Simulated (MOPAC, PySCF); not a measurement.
C2H6O, SMILES `COC`, neutral singlet in the gas phase. 

Cartesian coordinates (Å):
```xyz
9

C      1.1668     0.0647    -0.0324
O      0.0728    -0.7724    -0.3042
C     -1.1574    -0.1645    -0.0069
H      1.1388     1.0097    -0.6316
H      1.2215     0.3563     1.0469
H      2.0915    -0.4869    -0.2927
H     -1.9620    -0.8866    -0.2483
H     -1.3274     0.7665    -0.6047
H     -1.2446     0.1131     1.0739
```
Charge 0, spin multiplicity 1.

All levels are single points at this geometry (PBE-D3(BJ)/def2-SVP); Pople sets use spherical d functions. Orbital energies aren't observables, and empty levels follow the basis.

AM1 in MOPAC gives dipole (D) = 1.41.

**Question.** Estimate the dipole (D) from each of these levels: PBE-D3(BJ)/def2-TZVP in PySCF; B3LYP/3-21G in PySCF; B3LYP/6-311+G** in PySCF; B3LYP/6-31G* in PySCF; BP86/6-31G* in PySCF; M06-2X/6-31G* in PySCF; PBE/6-31G* in PySCF; HF/3-21G in PySCF; HF/6-31G* in PySCF; PM3 in MOPAC; PM6 in MOPAC; PM7 in MOPAC.

**Answer.** 
```json
[
 {"level": "PBE-D3(BJ)/def2-TZVP in PySCF", "dipole (D)": "1.10"},
 {"level": "B3LYP/3-21G in PySCF", "dipole (D)": "1.37"},
 {"level": "B3LYP/6-311+G** in PySCF", "dipole (D)": "1.39"},
 {"level": "B3LYP/6-31G* in PySCF", "dipole (D)": "1.22"},
 {"level": "BP86/6-31G* in PySCF", "dipole (D)": "1.13"},
 {"level": "M06-2X/6-31G* in PySCF", "dipole (D)": "1.30"},
 {"level": "PBE/6-31G* in PySCF", "dipole (D)": "1.12"},
 {"level": "HF/3-21G in PySCF", "dipole (D)": "1.76"},
 {"level": "HF/6-31G* in PySCF", "dipole (D)": "1.50"},
 {"level": "PM3 in MOPAC", "dipole (D)": "1.25"},
 {"level": "PM6 in MOPAC", "dipole (D)": "1.92"},
 {"level": "PM7 in MOPAC", "dipole (D)": "1.75"}
]
```
